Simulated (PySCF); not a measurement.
Input of a run (PBE0/def2-SVP geometry optimisation, gas phase (PySCF 2.14.0)), started from GFN2-xTB:
```
{"job": {"xc": "PBE0", "basis": "def2-SVP", "grid": 1, "kind": "geom"}, "charge": 0, "multiplicity": 1}
O      2.113244    -0.226169     0.473371
C      0.799048    -0.213051     0.379308
N      0.089760    -1.231822     0.060191
N     -1.211637    -0.988628     0.028231
C     -1.532843     0.210998     0.318170
S     -0.177885     1.243901     0.688271
H      2.467513     0.636136     0.722962
H     -2.538143     0.578047     0.339766
```

Output (energies in Eh, forces in Eh/bohr):
```
step   0  E = -659.54124934  max force = 0.020761
step   1  E = -659.54267705  max force = 0.005375
step   2  E = -659.54267832  max force = 0.002478
step   3  E = -659.54273682  max force = 0.000646
step   4  E = -659.54273841  max force = 0.000266
optimisation converged
```

Q: Summarise the run.

A: The energy falls by 3.9 kJ/mol over 5 energy and gradient evaluations, the largest force component goes from 0.0208 to 2.7e-04 Eh/bohr, and the atoms move by 0.015 Å rms after alignment. The bond that changes most is C2–S6 (aromatic carbon bearing oxygen to thiophene-type sulfur), which shortens by 0.028 Å. Bonds longer at the end by more than 0.005 Å: 5 of 8; shorter: 1. Among the angles that change most is O1–C2–N3, from 124.2° to 122.1°. The energy never rose by more than 1e-6 Eh on the way. The first step brought 96 % of the lowering.

Q: What are the final bond lengths?

A: O1–C2 1.327 Å, C2–N3 1.293 Å, N3–N4 1.345 Å, N4–C5 1.291 Å, C5–S6 1.741 Å, C2–S6 1.753 Å, O1–H7 0.963 Å, C5–H8 1.091 Å. Numbering counts from 1 in the input's order; the species is `Oc1nncs1`.

The run used 98 basis functions and 35 SCF cycles in all.

Stationary, but not proved a minimum. One conformer, not necessarily the lowest.

The values belong to the conformer `[OH:1][c:2]1[n:3][n:4][cH:5][s:6]1`: H–O1–C2–N3 180°.
